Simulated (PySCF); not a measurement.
What the low excited states add to the polarisability

Phosphorus pentafluoride, PF₅.
Geometry (GFN2-xTB, Å), atoms numbered from 1 in this order:
```xyz
6
PF5 angstrom
F      1.579    0.133   -0.125
P      0.000    0.000   -0.004
F     -0.149    1.526   -0.292
F      0.154   -0.498    1.465
F     -0.002   -1.026   -1.179
F     -1.578   -0.133    0.114
```

Computed with TDDFT CAM-B3LYP/def2-SVPD, vertical, gas phase, core orbitals frozen in the response in PySCF 2.14.0, density-fitted response routines.

Excitation energies and transition dipoles (atomic units, axes of the coordinates) of those of the lowest 8 singlets that add 0.02 au or more to the mean polarisability:

| state | ΔE (hartree) | μx | μy | μz |
| --- | --- | --- | --- | --- |
| S3 | 0.4046 | 0.035 | -0.181 | 0.261 |
| S4 | 0.4047 | 0.009 | -0.264 | -0.184 |
| S5 | 0.4227 | -0.743 | -0.063 | 0.056 |

Question: What does each state add to αxx, αyy and αzz, and how do the sums compare with the full static tensor?

Answer: Each state adds 2 μα² / ΔE.

| state | αxx (au) | αyy (au) | αzz (au) |
| --- | --- | --- | --- |
| S3 | 0.01 | 0.16 | 0.34 |
| S4 | 0.00 | 0.35 | 0.17 |
| S5 | 2.61 | 0.02 | 0.01 |
| all 8 states | 2.6 | 0.5 | 0.5 |
| full response | 26.9 | 25.9 | 25.9 |
| share (%) | 10 | 2 | 2 |

The rest comes from the higher roots of the same response equations.

Question: Give the full tensor and its principal values.

Answer: In au, rows and columns x, y, z:
```
x   26.9  0.1 -0.1
y    0.1 25.9  0.0
z   -0.1  0.0 25.9
```
Principal values 25.9, 25.9 and 26.9 au; mean 26.3 au (3.89 Å³).

Question: By how much does the contribution of these states grow at 1064 nm?

Answer: With ω = 0.0428 hartree each state's term in the mean polarisability goes from f / ΔE² to f / (ΔE² − ω²), f = (2/3) ΔE |μ|²; the sum over all 8 states goes from 1.22 to 1.23 au, a rise of 0.01 au.

Hardware: x86-64 server, one thread, on a shared host. Cost: 14 s of wall time.
